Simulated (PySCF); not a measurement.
# One shape, several levels: O2 (oxygen)

Aim: a comparison of 4 runs (UHF/STO-3G, U-r2SCAN/aug-cc-pVTZ, UBHLYP/aug-cc-pVTZ, UM06-L/aug-cc-pVTZ) of O2 (oxygen). 

The calculation is run with PySCF 2.14.0.

1 further run of the same task is left out (set aside as unsound or not needed).

**1. The molecule**

O2: 2 atoms, total charge 0, spin state triplet. SMILES: `O=O`. The coordinates come from a PBE0-D4/def2-TZVP relaxation.

Bond lengths: O1–O2 1.193 Å.

**2. The energy at UHF/STO-3G (run 1)**

The input, run.py:

```python
from pyscf import gto, scf

system = gto.Mole()
system.atom = '''
O        0.509550      -0.164850       0.262450
O       -0.509550       0.164850      -0.262450
'''
system.verbose = 4
system.basis = 'sto-3g'
system.max_memory = 1860
system.spin = 2
system.build()

myscf = scf.UHF(system)
myscf.conv_tol = 1e-10
myscf.kernel()
if not myscf.converged:
    myscf = myscf.newton().run(myscf.mo_coeff, myscf.mo_occ)

etot = myscf.e_tot
print('Final energy', etot)
```

On the command line:

```sh
$ OMP_NUM_THREADS=1 python run.py
```

The log of the run:

```text
PySCF version 2.14.0

[INPUT] num. atoms = 2
[INPUT] num. electrons = 16
[INPUT] charge = 0
[INPUT] spin (= nelec alpha-beta = 2S) = 2
[INPUT] symmetry False subgroup None
[INPUT] Mole.unit = angstrom
[INPUT] Symbol           X                Y                Z      unit          X                Y                Z       unit  Magmom
[INPUT]  1 O      0.509550000000  -0.164850000000   0.262450000000 AA    0.962909946772  -0.311521351635   0.495958621392 Bohr   0.0
[INPUT]  2 O     -0.509550000000   0.164850000000  -0.262450000000 AA   -0.962909946772   0.311521351635  -0.495958621392 Bohr   0.0

nuclear repulsion = 28.3929930741585
number of shells = 6
number of NR pGTOs = 30
number of NR cGTOs = 10
basis = sto-3g
ecp = {}

[... 20 lines left out ...]
WARN: HOMO -0.122551098358384 >= LUMO -0.122551098358388
[... 26 lines left out ...]
converged SCF energy = -147.63270347573  <S^2> = 2.0034068  2S+1 = 3.0022703
Final energy -147.63270347573044
```

Wall time 0.66 s (1 thread of Arm Neoverse V1, shared host); peak memory 0.099 GiB.

**3. The energy at U-r2SCAN/aug-cc-pVTZ (run 2)**

The input, start.xyz:

```xyz
2

O      0.509550    -0.164850     0.262450
O     -0.509550     0.164850    -0.262450
```

The input, job.py:

```python
from pyscf import gto, dft

system = gto.Mole()
system.atom = 'start.xyz'
system.verbose = 3
system.spin = 2
system.basis = 'aug-cc-pvtz'
system.max_memory = 1860
system.build()

mf = dft.UKS(system)
mf.xc = 'r2scan'
mf.conv_tol = 1e-10
mf.grids.level = 5
mf.kernel()
if not mf.converged:
    mf = mf.newton().run(mf.mo_coeff, mf.mo_occ)

e_tot = mf.e_tot
print('E(%s) = %.9f' % ('R2SCAN', e_tot))
```

On the command line:

```sh
$ OMP_NUM_THREADS=1 python job.py
```

The log of the run:

```text
WARN: HOMO -0.239190624037622 >= LUMO -0.239190953548922

converged SCF energy = -150.319151069684  <S^2> = 2.01031  2S+1 = 3.0068655
E(R2SCAN) = -150.319151070
```

Wall time 19 s (1 thread of Arm Neoverse V1, shared host); peak memory 0.48 GiB.

Run 3 isn't shown in full; the table further down has it.

**4. The energy at UM06-L/aug-cc-pVTZ (run 4)**

start.xyz, as its differences from that of step 3:

```diff
@@ -1,3 +1,3 @@
 2
-
+O2
 O      0.509550    -0.164850     0.262450
```

The input, run.py:

```python
from pyscf import gto, dft

molecule = gto.M(
    atom='start.xyz',
    spin=2,
    max_memory=1860,
    basis='aug-cc-pvtz',
    verbose=3,
)

ks = dft.UKS(molecule, xc='m06-l')
ks.conv_tol = 1e-10
ks.grids.level = 5
ks.kernel()
if not ks.converged:
    ks = ks.newton().run(ks.mo_coeff, ks.mo_occ)

energy = ks.e_tot
print(f'total energy: {energy:.8f} hartree')
```

On the command line:

```sh
$ OMP_NUM_THREADS=1 python run.py
```

The log of the run:

```text
WARN: HOMO -0.236331903803296 >= LUMO -0.236332214140829

converged SCF energy = -150.358251234554  <S^2> = 2.0103603  2S+1 = 3.0068989
total energy: -150.35825123 hartree
```

Wall time 19 s (1 thread of Arm Neoverse V1, shared host); peak memory 0.48 GiB.

**5. All runs side by side**

| run | level | integration grid | energy (Eh) | dipole moment (D) | HOMO energy (eV) | LUMO energy (eV) | wall time |
| --- | --- | --- | --- | --- | --- | --- | --- |
| 1 | UHF/STO-3G | – | -147.632703 | 0.00 | -11.15 | 7.56 | 0.66 s |
| 2 | U-r2SCAN/aug-cc-pVTZ | 5 | -150.319151 | 0.00 | -7.33 | -3.88 | 19 s |
| 3 | UBHLYP/aug-cc-pVTZ | 5 | -150.308713 | 0.00 | -11.14 | -1.29 | 8.4 s |
| 4 | UM06-L/aug-cc-pVTZ | 5 | -150.358251 | 0.00 | -7.03 | -3.93 | 19 s |

**6. Summary of results**

| quantity | value |
| --- | --- |
| run 4: total energy | -150.35825 Eh |
| run 4: dipole moment | 0.00 D |
| run 4: HOMO energy (highest over α and β) | -7.03 eV |
| run 4: LUMO energy (lowest over α and β) | -3.93 eV |
| run 4: ⟨S²⟩ | 2.010 |

Totals of different functionals can't be ranked against each other. In run 1 the basis is minimal, so the values are rough. All runs together took 47 s, the longest 19 s.
